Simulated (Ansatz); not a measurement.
Worked example: correlation energy of [H···H···Cl], doublet

Geometry: a point of a hydrogen-transfer path between rigid fragments, not a stationary point.

```yaml
atoms:
  - { symbol: H, position_ang: [0.0000, 0.0000, -1.1967] }
  - { symbol: H, position_ang: [0.0000, 0.0000, -0.2847] }
  - { symbol: Cl, position_ang: [0.0000, 0.0000, 1.4813] }
```

Basis cc-pVDZ; Ansatz 0.2.0. Correlated methods freeze the noble-gas cores, which leaves 9 electrons in 23 orbitals. Prefix R: restricted or restricted open-shell reference; prefix U: unrestricted.

Full CI is exact within this basis and frozen core; it isn't the basis-set limit. The frozen core follows each run's orbitals, which can shift R against U totals by a few meV.

Runs differ by some tens of microhartree through their thresholds and, for an open shell, their frozen cores, so steps under 0.1 kcal/mol mean nothing.

```
    level  total energy (hartree)
      UHF             -460.571415
     UMP2             -460.716996
    UCCSD             -460.742760
 UCCSD(T)             -460.744940
   UCCSDT             -460.745320
UCCSDT(Q)             -460.745523
  UCCSDTQ             -460.745540
  full CI             -460.745535
```

Task: What is the correlation energy at full CI, and what share of it do UMP2 and UCCSD recover?

Result: E(corr) = -460.745535 − (-460.571415) = -0.174120 hartree = -4.738 eV. UMP2: -0.145581 / -0.174120 = 83.61 %. UCCSD: -0.171345 / -0.174120 = 98.41 %.

Task: By how many kcal/mol does UCCSD(T) miss full CI (1 hartree = 627.509 kcal/mol), and which steps make up the rest?

Result: -460.744940 − (-460.745535) = 0.000595 hartree = 0.37 kcal/mol. Steps: UCCSDT − UCCSD(T) = -0.24, UCCSDT(Q) − UCCSDT = -0.13, UCCSDTQ − UCCSDT(Q) = -0.01, full CI − UCCSDTQ = 0.00 kcal/mol. That is within 1 kcal/mol of the reference in this basis, which itself misses far more of the correlation at the basis-set limit.
